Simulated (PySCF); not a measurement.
PySCF input:

```python
from pyscf import gto, scf, dft

mol = gto.M(
    atom='''
    S     0.10491123   -0.00079548    0.04460729
    H    -0.32425306    0.99411402   -0.77358955
    H    -0.34497428   -0.99733403   -0.76036906
    H    -1.00935239    0.01594770    0.82024201
    ''',
    basis='def2-tzvpd',
    charge=1,
    spin=0,
    verbose=4,
)

mf = dft.RKS(mol, xc='tpssh').density_fit(auxbasis='def2-universal-jkfit')
mf.grids.level = 3
mf.conv_tol = 1e-9
mf.max_cycle = 100
mf.max_memory = 1500
mf.kernel()
if not mf.converged:
    mf = mf.newton()
    mf.kernel(mf.make_rdm1())
mf.analyze()
```

Predict the final energy.

-399.70644 Eh (TPSSh/def2-TZVPD).
